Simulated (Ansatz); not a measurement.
AlHF (SMILES [F][AlH]): the energy, rung by rung

The species is AlHF (3 atoms), meant as a doublet with charge 0. SMILES: `[F][AlH]`. The shape is that of a PBE0-D4/def2-TZVP optimisation.

```xyz
3

F     0.9071    0.8932    0.5856
Al   -0.4325    0.3180   -0.1995
H    -0.4854   -1.2761   -0.3993
```

Quantity: the energy change with the F1–Al2 bond stretched from 1.656 to 2.484 Å, in eV. The values are calculated.

```
           level                    kind  program  value (eV)  less FCI/STO-3G  CPU time (all runs)
      UHF/STO-3G            Hartree–Fock   Ansatz        2.71            -0.30               0.21 s
 U-r2SCAN/STO-3G                meta-GGA   Ansatz        3.63            +0.62                6.5 s
U-r2SCAN0/STO-3G         hybrid meta-GGA   Ansatz        3.61            +0.60                3.5 s
   UHSE06/STO-3G  range-separated hybrid   Ansatz        3.55            +0.54                1.9 s
  RPA@PBE/STO-3G                     RPA   Ansatz        2.87            -0.14                2.6 s
 UBCCD(T)/STO-3G   coupled cluster or CI   Ansatz        3.01             0.00               0.77 s
 UCCSD(T)/STO-3G   coupled cluster or CI   Ansatz        3.00            -0.01               0.62 s
   UCCSDT/STO-3G   coupled cluster or CI   Ansatz        3.01             0.00                1.4 s
      FCI/STO-3G      exact in the basis   Ansatz        3.01             0.00               0.65 s
```

FCI/STO-3G is exact within its basis and frozen core, so for wave-function methods in that basis the difference is their error; functionals converge differently with the basis, so for them it is only a difference. The first shape isn't each level's own minimum. The values span 2.71 to 3.63 eV. All rows use very small basis sets, so none should be taken for the real molecule's value. In so small a basis fixed costs decide the times, and correlated methods can beat functionals. Times are those of the runs behind each value, whatever else they computed, on shared processors of several kinds: orders of magnitude only.
